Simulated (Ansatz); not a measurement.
## Correlation methods on C2H, doublet

Calculated in Ansatz's Gaussian-basis code; BCCD by scripts on PySCF. Nonrelativistic, STO-3G, 2 core orbitals frozen. Perturbation and coupled-cluster methods stand on the Hartree–Fock determinant that coupled cluster favours (unrestricted). The state met can differ between shapes. A minimal or small basis: far from the basis limit. The unrestricted determinant is a mixture of spins, so it may stand for another state.

Shape A. A bond is stretched, to 1.92 times the sum of the covalent radii.

```json
{"atom": "C", "x (Å)": "0.0000", "y (Å)": "0.0000", "z (Å)": "0.0000"}
{"atom": "H", "x (Å)": "0.0000", "y (Å)": "0.0000", "z (Å)": "-1.0470"}
{"atom": "C", "x (Å)": "0.0000", "y (Å)": "0.0000", "z (Å)": "2.9208"}
```

Shape B:

```json
{"atom": "C", "x (Å)": "0.0000", "y (Å)": "0.0000", "z (Å)": "0.0000"}
{"atom": "H", "x (Å)": "0.0000", "y (Å)": "0.0000", "z (Å)": "-1.0470"}
{"atom": "C", "x (Å)": "0.0000", "y (Å)": "0.0000", "z (Å)": "1.4604"}
```

Shape C. A bond is stretched, to 1.74 times the sum of the covalent radii.

```xyz
3

C     0.0000    0.0000    0.0000
H     0.0000    0.0000   -1.0470
C     0.0000    0.0000    2.6409
```

Correlation energy of CCSD(T), then each method's total less that of CCSD(T), in eV:

```
case  E corr CCSD(T)    CCSD    BCCD  BCCD(T)   determinant
   A          -1.072  +0.004  +0.003   -0.001  ⟨S²⟩ = 2.731
   B          -3.098  +0.045  +0.010   -0.044  ⟨S²⟩ = 2.213
   C          -1.167  +0.010  +0.003   -0.011  ⟨S²⟩ = 2.687
```

(1) Give full CI less CCSD(T). Is CCSD(T) good to 1 kcal/mol?

(2) Which method comes nearest to full CI in total energy for C?

Answers

(1) A: -0.026 eV (within, spin-contaminated determinant); B: -0.160 eV (outside, spin-contaminated determinant); C: -0.047 eV (outside, spin-contaminated determinant).

(2) BCCD(T), 0.036 eV away; next CCSD(T) (0.047 eV), last CCSD (0.057 eV).

Several Brueckner solutions were met.
